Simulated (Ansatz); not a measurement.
Harmonic frequencies (cm⁻¹) at PBE0-D4/def2-TZVP from Ansatz: 189, 217, 398, 418, 488, 551, 644, 718, 726, 794, 809, 871, 884, 936, 942, 975, 1034, 1045, 1095, 1108, 1160, 1174, 1188, 1213, 1234, 1241, 1310, 1394, 1452, 1474, 1502, 1507, 1665, 1672, 3068, 3073, 3110, 3125, 3181, 3191, 3200, 3209.

**Question.** Which molecule is it?
A. `C12C3C4C1C1C2C3C41`
B. `c1ccc2c(c1)CC2`
C. `C=Cc1ccccc1`
D. `CC#CC#CC1CC1`

**Answer.** B.
